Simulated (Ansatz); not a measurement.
Molecule: methylidyne radical, CH, charge 0, multiplicity 2. 
Structure (B3LYP-D3(BJ)/def2-TZVP (Ansatz, a quantum-chemistry and plane-wave program) minimum search):
```
C
H 1 1.1235
```
Charge 0, spin multiplicity 2.

Basis-set convergence of Hartree-Fock and MP2 correlation energies (hartree) with Ansatz. Cores are frozen in the correlated levels unless marked. UHF or UKS for open shells. No spin-orbit coupling. Non-relativistic.

The UHF reference is spin-contaminated (<S^2> 0.35 over the pure value in the largest basis). The T1 diagnostic of CCSD in the largest basis is 0.109, which is high, so the coupled-cluster rows are less sure than usual.

```json
[
 {"basis": "def2-SVP", "functions": "19", "E(HF)": "-38.23767", "E(corr, MP2)": "-0.07159"},
 {"basis": "def2-TZVPP", "functions": "45", "E(HF)": "-38.28583", "E(corr, MP2)": "-0.09226"},
 {"basis": "def2-QZVPP", "functions": "87", "E(HF)": "-38.28751", "E(corr, MP2)": "-0.09950"}
]
```

Extrapolating the two largest sets (X = 3 and 4) as X^-3: E(corr) = (64·(-0.09950) - 27·(-0.09226))/37 = -0.1048 Eh, an estimate of the basis-set limit. The largest set recovers 95.0 % of it, the smallest 68.3 %.
